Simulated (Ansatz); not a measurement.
One arrangement of a pair

The pair of HF (SMILES F, atoms 1–2) and SO2 (SMILES O=S=O, atoms 3–5), both closed shells, in one local arrangement (a lower one may exist), relaxed at PBE0-D4/def2-TZVP:

```tsv
atom	x (Å)	y (Å)	z (Å)
F1	0.0580	-0.2186	-2.4164
H2	0.1417	0.1824	-1.5828
O3	-0.1591	-0.0715	2.5760
S4	-0.2047	-0.4422	1.1989
O5	0.1640	0.5498	0.2243
```

Program: Ansatz 0.2.0. Basis: def2-TZVPPD, with def2-QZVPPD for the basis limit. Cores are frozen in the correlated methods. B3LYP uses VWN-RPA correlation. Extrapolation: Hartree–Fock as exp(−7.88 √X), correlation as X^−2.97. Interaction energies count from these two fragments, frozen as in the pair, with the counterpoise correction; negative means bound.

What is the interaction energy by CCSD(T) at an estimated basis limit (MP2 extrapolated from triple and quadruple zeta, plus CCSD(T) − MP2 in triple zeta)? (Judge from chemistry; the value comes from the calculation.)

The calculation gives: -18.1 kJ/mol. Hartree–Fock alone gives -15.1 kJ/mol at the basis limit. It counts from the two fragments frozen as in the pair.

The same quantity by other methods in triple zeta, and each one's difference from that estimate:
```json
{"method": "PBE-D4", "E_int (kJ/mol)": "-19.2", "difference": "-1.1"}
{"method": "revPBE-D4", "E_int (kJ/mol)": "-15.8", "difference": "2.4"}
{"method": "BLYP-D4", "E_int (kJ/mol)": "-18.3", "difference": "-0.1"}
{"method": "r2SCAN-D4", "E_int (kJ/mol)": "-19.4", "difference": "-1.3"}
{"method": "B97M-V", "E_int (kJ/mol)": "-18.8", "difference": "-0.7"}
{"method": "PBE0-D4", "E_int (kJ/mol)": "-19.7", "difference": "-1.6"}
{"method": "B3LYP-D4", "E_int (kJ/mol)": "-19.9", "difference": "-1.8"}
{"method": "HSE06-D4", "E_int (kJ/mol)": "-19.6", "difference": "-1.5"}
{"method": "wB97X-V", "E_int (kJ/mol)": "-18.9", "difference": "-0.8"}
{"method": "wB97M-V", "E_int (kJ/mol)": "-19.1", "difference": "-1.0"}
{"method": "B2PLYP", "E_int (kJ/mol)": "-16.9", "difference": "1.3"}
{"method": "HF", "E_int (kJ/mol)": "-15.0", "difference": "3.2"}
{"method": "MP2", "E_int (kJ/mol)": "-15.6", "difference": "2.5"}
{"method": "CCSD", "E_int (kJ/mol)": "-16.3", "difference": "1.8"}
{"method": "CCSD(T)", "E_int (kJ/mol)": "-16.6", "difference": "1.5"}
```
Differences are method less estimate.

Which atoms make the shortest contact between the fragments?

H2 and O5, 1.84 Å apart.

Basis-set superposition shift (counterpoise-corrected less uncorrected): CCSD(T) 2.5; MP2 2.4; HF 0.2; PBE0-D4 0.2; wB97M-V 0.2 kJ/mol.

T1 diagnostic: at most 0.022. The restricted Hartree–Fock reference is unstable towards an unrestricted one at one or more of these structures.

For scale, one of the runs: CCSD(T)/def2-TZVPPD, 188 basis functions, launched by `ansatz run in.yaml --threads 2 --pin off --events-out ev --progress --plain --max-ram 5222MiB`. The run took 70 s on 2 CPU threads of an Arm Neoverse V1 (shared host), with 2.1 GiB of host memory at its peak.
